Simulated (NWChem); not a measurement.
# One shape, several levels: C2H4Cl2 (SMILES CC(Cl)Cl)

Aim: a comparison of 6 runs (HF/STO-3G, HF/3-21G, B3LYP/6-31G*, PBE0/def2-SVP, SVWN5/cc-pVDZ, B3LYP/cc-pVTZ) of C2H4Cl2. 

The calculation is run with NWChem 7.3.0.

## 1. The system as given

C2H4Cl2 has 8 atoms, charge 0, and is taken as a singlet. SMILES: `CC(Cl)Cl`. The coordinates come from a PBE0-D4/def2-TZVP relaxation.

Bond lengths: C1–C2 1.504 Å, C2–Cl3 1.777 Å, C2–Cl4 1.777 Å, C1–H5 1.090 Å, C1–H6 1.091 Å, C1–H7 1.091 Å, C2–H8 1.087 Å. Some angles: C1–C2–Cl3 110.8°, C1–C2–Cl4 110.8°, Cl3–C2–Cl4 110.4°, C1–C2–H8 112.5°, Cl3–C2–H8 106.0°, Cl4–C2–H8 106.0°, C2–C1–H5 110.4°, C2–C1–H6 109.6°, C2–C1–H7 109.6°, H5–C1–H6 109.0°.

## 2. Energy and forces at HF/STO-3G (run 1)

Input file run.py:

```python
from ase import Atoms
from ase.calculators.nwchem import NWChem

mol = Atoms(['C', 'C', 'Cl', 'Cl', 'H', 'H', 'H', 'H'], positions=[
    [0.213020, 0.798120, -0.002120],
    [-0.185930, -0.645420, 0.131760],
    [1.107800, -1.715690, -0.450970],
    [-1.697540, -0.967710, -0.745710],
    [0.389570, 1.047800, -1.048450],
    [-0.583060, 1.435840, 0.385990],
    [1.127130, 0.979860, 0.565730],
    [-0.370980, -0.932790, 1.163760],
])

calc = NWChem(
    label='input',
    theory='scf',
    memory='2200 mb',
    basis='STO-3G',
    basispar='spherical bse',
    scf={'nopen': '0', 'rhf': None, 'thresh': '1e-08', 'maxiter': '80'},
)
mol.calc = calc

forces = mol.get_forces()
print("Total energy (eV):", round(mol.get_potential_energy(), 6))
print("forces (eV/A):")
for s, f in zip(mol.symbols, forces):
    print(f"{s:2s} {f[0]:10.5f} {f[1]:10.5f} {f[2]:10.5f}")
print("dipole (e A):", mol.get_dipole_moment().round(4))
```

Run with:

```
$ export ASE_NWCHEM_COMMAND="nwchem PREFIX.nwi > PREFIX.nwo"
$ python run.py
```

What it wrote:

```text
Total energy (eV): -26838.48145
forces (eV/A):
C     0.45555    1.68680   -0.05019
C    -0.24194   -0.58122    0.82707
Cl    1.10789   -0.85268   -0.45853
Cl   -1.27090   -0.21849   -0.70849
H    -0.02669   -0.01918    0.20425
H     0.18512   -0.10567   -0.07189
H    -0.19551   -0.00437   -0.11205
H    -0.01358    0.09482    0.36988
dipole (e A): [0.0725 0.4099 0.35  ]
```

The calculator wrote input.nwi:

```
title "input"

permanent_dir input

scratch_dir input

start input

geometry units angstrom nocenter noautosym noautoz
  C  2.1301999999999999e-01 7.9812000000000005e-01 -2.1199999999999999e-03
  C  -1.8593000000000001e-01 -6.4541999999999999e-01 1.3175999999999999e-01
  Cl 1.1077999999999999e+00 -1.7156899999999999e+00 -4.5096999999999998e-01
  Cl -1.6975400000000000e+00 -9.6770999999999996e-01 -7.4570999999999998e-01
  H  3.8957000000000003e-01 1.0478000000000001e+00 -1.0484500000000001e+00
  H  -5.8306000000000002e-01 1.4358400000000000e+00 3.8599000000000000e-01
  H  1.1271300000000000e+00 9.7985999999999995e-01 5.6572999999999996e-01
  H  -3.7097999999999998e-01 -9.3279000000000001e-01 1.1637599999999999e+00
end

memory 2200 mb

basis spherical bse noprint
   * library STO-3G
end

scf
  nopen 0
  rhf
  thresh 1e-08
  maxiter 80
end

task scf gradient
```

input.nwo:

```text
Northwest Computational Chemistry Package (NWChem) 7.3.0
             --------------------------------------------------------

           Job information
           ---------------

    nwchem branch   = 7.3.0
    use scalapack   = T
    input           = input.nwi
    prefix          = input.
    data base       = input/input.db
    status          = startup
    nproc           =        1

           Memory information
           ------------------

    heap     =     72089596 doubles =      550.0 Mbytes
    stack    =     72089601 doubles =      550.0 Mbytes
    global   =    144179200 doubles =     1100.0 Mbytes (distinct from heap & stack)
    total    =    288358397 doubles =     2200.0 Mbytes
    verify   = yes
    hardfail = no

[... 136 lines left out ...]
 Convergence threshold     :          1.000E-08
[... 13 lines left out ...]
       Final RHF  results
[... 3 lines left out ...]
      One-electron energy =  -1780.392379489027
[... 1 line left out ...]
 Nuclear repulsion energy =    209.822872963794
[... 40 lines left out ...]
                       ROHF Final Molecular Orbital Analysis
[... 207 lines left out ...]
                         RHF ENERGY GRADIENTS

    atom               coordinates                        gradient
                 x          y          z           x          y          z
   1 C       0.402549   1.508228  -0.004006   -0.008859  -0.032803   0.000976
   2 C      -0.351357  -1.219667   0.248990    0.004705   0.011303  -0.016084
   3 Cl      2.093438  -3.242184  -0.852210   -0.021545   0.016582   0.008917
[... 4 lines of this table left out ...]
   8 H      -0.701051  -1.762718   2.199188    0.000264  -0.001844  -0.007193

                 ----------------------------------------
                 |  Time  |  1-e(secs)   |  2-e(secs)   |
                 ----------------------------------------
                 |  CPU   |       0.00   |       0.30   |
                 ----------------------------------------
                 |  WALL  |       0.00   |       0.30   |
                 ----------------------------------------

 Task  times  cpu:        2.5s     wall:        2.5s
 Total times  cpu:        2.6s     wall:        2.6s
```

It took 3.9 s on 1 thread of Intel Xeon Platinum 8223CL at 3.00GHz (Skylake/Cascade Lake), shared host; peak memory 0.099 GiB.

## 3. Energy and forces at HF/3-21G (run 2)

Edit run.py of step 2 so:

```diff
@@ -3,3 +3,3 @@
 
-mol = Atoms(['C', 'C', 'Cl', 'Cl', 'H', 'H', 'H', 'H'], positions=[
+mol = Atoms('CCClClHHHH', positions=[
     [0.213020, 0.798120, -0.002120],
@@ -15,6 +15,6 @@
 calc = NWChem(
-    label='input',
+    label='m1',
     theory='scf',
     memory='2200 mb',
-    basis='STO-3G',
+    basis='3-21G',
     basispar='spherical bse',
@@ -25,3 +25,3 @@
 forces = mol.get_forces()
-print("Total energy (eV):", round(mol.get_potential_energy(), 6))
+print(f"energy = {mol.get_potential_energy():.6f} eV")
 print("forces (eV/A):")
```

Run with:

```
$ export ASE_NWCHEM_COMMAND="nwchem PREFIX.nwi > PREFIX.nwo"
$ python run.py
```

What it wrote:

```text
energy = -26999.515856 eV
forces (eV/A):
C     0.17242    0.63697   -0.02124
C    -0.00226    0.86003    2.20359
Cl    1.46111   -1.16728   -0.67404
Cl   -1.68366   -0.32879   -1.00448
H    -0.05091   -0.06695    0.31398
H     0.25937   -0.16270   -0.11776
H    -0.27758   -0.01964   -0.17432
H     0.12151    0.24842   -0.52574
dipole (e A): [0.0777 0.4332 0.3598]
```

The calculator wrote m1.nwi:

```
title "m1"

permanent_dir m1

scratch_dir m1

start m1

geometry units angstrom nocenter noautosym noautoz
  C  2.1301999999999999e-01 7.9812000000000005e-01 -2.1199999999999999e-03
  C  -1.8593000000000001e-01 -6.4541999999999999e-01 1.3175999999999999e-01
  Cl 1.1077999999999999e+00 -1.7156899999999999e+00 -4.5096999999999998e-01
  Cl -1.6975400000000000e+00 -9.6770999999999996e-01 -7.4570999999999998e-01
  H  3.8957000000000003e-01 1.0478000000000001e+00 -1.0484500000000001e+00
  H  -5.8306000000000002e-01 1.4358400000000000e+00 3.8599000000000000e-01
  H  1.1271300000000000e+00 9.7985999999999995e-01 5.6572999999999996e-01
  H  -3.7097999999999998e-01 -9.3279000000000001e-01 1.1637599999999999e+00
end

memory 2200 mb

basis spherical bse noprint
   * library 3-21G
end

scf
  nopen 0
  rhf
  thresh 1e-08
  maxiter 80
end

task scf gradient
```

m1.nwo:

```text
Northwest Computational Chemistry Package (NWChem) 7.3.0
             --------------------------------------------------------

           Job information
           ---------------

    nwchem branch   = 7.3.0
    use scalapack   = T
    input           = m1.nwi
    prefix          = m1.
    data base       = m1/m1.db
    status          = startup
    nproc           =        1

           Memory information
           ------------------

    heap     =     72089596 doubles =      550.0 Mbytes
    stack    =     72089601 doubles =      550.0 Mbytes
    global   =    144179200 doubles =     1100.0 Mbytes (distinct from heap & stack)
    total    =    288358397 doubles =     2200.0 Mbytes
    verify   = yes
    hardfail = no

[... 136 lines left out ...]
 Convergence threshold     :          1.000E-08
[... 12 lines left out ...]
       Final RHF  results
[... 3 lines left out ...]
      One-electron energy =  -1786.830342744139
[... 1 line left out ...]
 Nuclear repulsion energy =    209.822872963794
[... 43 lines left out ...]
                       ROHF Final Molecular Orbital Analysis
[... 233 lines left out ...]
                         RHF ENERGY GRADIENTS

    atom               coordinates                        gradient
                 x          y          z           x          y          z
   1 C       0.402549   1.508228  -0.004006   -0.003353  -0.012387   0.000413
   2 C      -0.351357  -1.219667   0.248990    0.000044  -0.016725  -0.042853
   3 Cl      2.093438  -3.242184  -0.852210   -0.028414   0.022700   0.013108
[... 4 lines of this table left out ...]
   8 H      -0.701051  -1.762718   2.199188   -0.002363  -0.004831   0.010224

                 ----------------------------------------
                 |  Time  |  1-e(secs)   |  2-e(secs)   |
                 ----------------------------------------
                 |  CPU   |       0.00   |       0.43   |
                 ----------------------------------------
                 |  WALL  |       0.00   |       0.43   |
                 ----------------------------------------

 Task  times  cpu:        2.8s     wall:        2.8s
 Total times  cpu:        2.8s     wall:        2.8s
```

Run time: 4.2 s. Hardware: 1 thread of Intel Xeon Platinum 8223CL at 3.00GHz (Skylake/Cascade Lake), shared host; peak memory 0.1 GiB.

Runs 3 to 4 aren't shown in full; the table further down has their settings and results.

## 4. Energy and gradient at SVWN5/cc-pVDZ (run 5)

Input file work.xyz:

```xyz
8

C      0.213020     0.798120    -0.002120
C     -0.185930    -0.645420     0.131760
Cl     1.107800    -1.715690    -0.450970
Cl    -1.697540    -0.967710    -0.745710
H      0.389570     1.047800    -1.048450
H     -0.583060     1.435840     0.385990
H      1.127130     0.979860     0.565730
H     -0.370980    -0.932790     1.163760
```

Input file work.nw:

```
echo
start work
memory stack 880 mb heap 220 mb global 1100 mb

geometry units angstroms noautosym nocenter noautoz
 load work.xyz
end

basis spherical bse
 * library cc-pVDZ
end

dft
 xc slater vwn_5
 grid xfine
 convergence energy 1e-08
 maxiter 100
 mulliken
end

task dft gradient
```

Run with:

```
$ nwchem work.nw > work.out
```

What it wrote:

```text
[...]
          Wavefunction type:  closed shell.
          No. of atoms     :     8
          No. of electrons :    50
[...]
          Charge           :     0
          Spin multiplicity:     1
[...]
          AO basis - number of functions:    84
[...]
              XC Information
              --------------
                        Slater Exchange Functional  1.000 local
                      VWN V Correlation Functional  1.000 local
[...]
 d= 0,ls=0.0,diis     1   -995.2223339028 -1.21D+03  1.71D-02  1.09D+00     5.9
[...]
 d= 0,ls=0.0,diis    10   -995.3172277660 -3.28D-09  3.06D-07  1.24D-09    37.7
         Total DFT energy =     -995.317227766046
      One electron energy =    -1793.160170898931
           Coulomb energy =      653.118257520404
    Exchange-Corr. energy =      -65.098187351314
 Nuclear repulsion energy =      209.822872963795
[...]
      Total Density - Mulliken Population Analysis
     ---------------------------------------------
    Atom       Charge   Shell Charges
 -----------   ------   -------------------------------------------------------
    1 C    6     6.07   2.02  0.65  0.36  2.17  0.83  0.04
    2 C    6     6.26   2.02  0.67  0.57  2.01  0.88  0.11
    3 Cl  17    17.04   2.00  2.04  0.96  0.92  6.01  3.06  2.01  0.04
    4 Cl  17    17.04   2.00  2.04  0.96  0.92  6.01  3.06  2.01  0.04
    5 H    1     0.91   0.70  0.18  0.03
    6 H    1     0.91   0.70  0.18  0.03
    7 H    1     0.91   0.70  0.18  0.03
    8 H    1     0.86   0.71  0.12  0.02
[...]
  wavefunction    = closed shell
                         DFT ENERGY GRADIENTS
    atom               coordinates                        gradient
                 x          y          z           x          y          z
   1 C       0.402549   1.508228  -0.004006    0.004059   0.014602  -0.001638
   2 C      -0.351357  -1.219667   0.248990   -0.003457  -0.008985   0.010109
   3 Cl      2.093438  -3.242184  -0.852210   -0.003568   0.002042   0.001245
   4 Cl     -3.207885  -1.828707  -1.409188    0.003791   0.000080   0.002018
   5 H       0.736181   1.980055  -1.981283   -0.001995  -0.002514   0.012611
   6 H      -1.101824   2.713344   0.729415    0.009202  -0.007267  -0.004398
   7 H       2.129967   1.851667   1.069075   -0.010527  -0.002005  -0.006469
   8 H      -0.701051  -1.762718   2.199188    0.002495   0.004048  -0.013477
[...]
```

Wall time 50 s (1 thread of Intel Xeon Platinum 8223CL at 3.00GHz (Skylake/Cascade Lake), shared host); peak memory 0.14 GiB.

## 5. Energy and forces at B3LYP/cc-pVTZ (run 6)

Input file sp.nw:

```
start sp
title "C2H4Cl2 B3LYP"
memory stack 880 mb heap 220 mb global 1100 mb

geometry units angstroms noautosym nocenter noautoz
C     0.213020    0.798120   -0.002120
C    -0.185930   -0.645420    0.131760
Cl    1.107800   -1.715690   -0.450970
Cl   -1.697540   -0.967710   -0.745710
H     0.389570    1.047800   -1.048450
H    -0.583060    1.435840    0.385990
H     1.127130    0.979860    0.565730
H    -0.370980   -0.932790    1.163760
end

basis "ao basis" spherical bse
C library cc-pVTZ
Cl library cc-pVTZ
H library cc-pVTZ
end

dft
xc b3lyp
grid fine
convergence energy 1e-08
maxiter 100
mulliken
end

task dft gradient
```

Run with:

```
$ nwchem sp.nw > sp.out
```

What it wrote:

```text
[...]
          Wavefunction type:  closed shell.
          No. of atoms     :     8
          No. of electrons :    50
[...]
          Charge           :     0
          Spin multiplicity:     1
[...]
          AO basis - number of functions:   184
[...]
              XC Information
              --------------
                         B3LYP Method XC Potential
                     Hartree-Fock (Exact) Exchange  0.200
                        Slater Exchange Functional  0.800 local
                    Becke 1988 Exchange Functional  0.720 non-local
              Lee-Yang-Parr Correlation Functional  0.810
                  VWN I RPA Correlation Functional  0.190 local
[...]
 d= 0,ls=0.0,diis     1   -999.0333236169 -1.21D+03  4.48D-03  1.10D+00    22.2
[...]
 d= 0,ls=0.0,diis     8   -999.1231689854 -5.17D-09  8.86D-07  7.87D-08   147.7
         Total DFT energy =     -999.123168985364
      One electron energy =    -1793.314604956244
           Coulomb energy =      653.236340899837
    Exchange-Corr. energy =      -68.867777892751
 Nuclear repulsion energy =      209.822872963794
[...]
  wavefunction    = closed shell
                         DFT ENERGY GRADIENTS
    atom               coordinates                        gradient
                 x          y          z           x          y          z
   1 C       0.402549   1.508228  -0.004006   -0.001258  -0.004754  -0.000155
   2 C      -0.351357  -1.219667   0.248990    0.000174  -0.003113  -0.009554
   3 Cl      2.093438  -3.242184  -0.852210   -0.008265   0.006877   0.003016
   4 Cl     -3.207885  -1.828707  -1.409188    0.009814   0.002057   0.004916
   5 H       0.736181   1.980055  -1.981283    0.000086  -0.000170  -0.001242
   6 H      -1.101824   2.713344   0.729415   -0.001055   0.000220   0.000399
   7 H       2.129967   1.851667   1.069075    0.000931  -0.000307   0.000609
   8 H      -0.701051  -1.762718   2.199188   -0.000427  -0.000809   0.002012
[...]
```

Wall time 3.6 min (1 thread of Intel Xeon Platinum 8223CL at 3.00GHz (Skylake/Cascade Lake), shared host); peak memory 0.16 GiB.

## 6. The series

| run | level | Cartesian functions | iteration cap | energy (Eh) | dipole moment (D) | HOMO energy (eV) | LUMO energy (eV) | wall time |
| --- | --- | --- | --- | --- | --- | --- | --- | --- |
| 1 | HF/STO-3G | no | 80 | -986.296010 | 2.61 | -10.63 | 8.60 | 3.9 s |
| 2 | HF/3-21G | no | 80 | -992.213915 | 2.73 | -12.06 | 4.39 | 4.2 s |
| 3 | B3LYP/6-31G* (Cartesian functions) | yes | 100 | -999.015546 | 2.18 | -8.25 | -0.02 | 35 s |
| 4 | PBE0/def2-SVP | no | 100 | -998.274300 | 2.00 | -8.42 | 0.73 | 33 s |
| 5 | SVWN5/cc-pVDZ | no | 100 | -995.317228 | 2.00 | -7.14 | -0.87 | 50 s |
| 6 | B3LYP/cc-pVTZ | no | 100 | -999.123169 | 2.05 | -8.34 | -0.19 | 3.6 min |

## 7. Summary of results

| quantity | value |
| --- | --- |
| run 6: total energy | -999.12317 Eh |
| run 6: dipole moment | 2.05 D |
| run 6: HOMO energy | -8.34 eV |
| run 6: LUMO energy | -0.19 eV |
| run 6: HOMO–LUMO gap | 8.15 eV |
| run 6: largest force on an atom | 0.574 eV/Å |

In words: The dipole moment (its size) runs from 2.00 D (SVWN5/cc-pVDZ) to 2.73 D (HF/3-21G). The two ends differ in method and basis. The HOMO–LUMO gap runs from 6.27 eV (SVWN5/cc-pVDZ) to 19.23 eV (HF/STO-3G). Totals of different functionals can't be ranked against each other. In run 1 the basis is minimal, so the values are rough. All runs together took 5.7 min, the longest 3.6 min.
